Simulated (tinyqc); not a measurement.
A ladder of methods, and size consistency: correlation methods against full CI in the sto-3g basis, for H2O, spin multiplicity 1. Computed by the program tinyqc with PySCF. All electrons correlated; +Q is the Davidson correction (1 - c0^2) E_corr. The last columns treat two copies 100 angstrom apart as one system. FCI is the lowest singlet.

Geometry (angstrom):
```
atom,x,y,z
O,0.0000,0.0000,0.0000
H,0.0000,0.7790,0.5980
H,0.0000,-0.7790,0.5980
```

RHF energy of one = -74.964788 hartree

Correlation energies (hartree):
```
method,E_corr of one,share of FCI (%),E_corr of two at 100 angstrom,two minus twice one (mhartree)
MP2,-0.037513,71.2471,-0.075027,0.0000
CISD,-0.051828,98.4350,-0.100900,2.7568
CISD+Q,-0.053286,101.2036,-0.106118,0.4544
CCSD,-0.052522,99.7527,-0.105045,0.0000
CCSD(T),-0.052595,99.8913,-0.105191,0.0000
FCI,-0.052652,100.0000,-,-
```

What does the comparison show, and why?

MP2 recovers 71 %, CISD 98.4 % and CCSD 99.8 % of the FCI value (c0^2 = 0.972 in CISD). MP2 and coupled cluster are size consistent, so their last column vanishes; CISD loses 2.76 mhartree, since a double excitation on each copy is a quadruple of the pair, and the Davidson correction leaves +0.45.
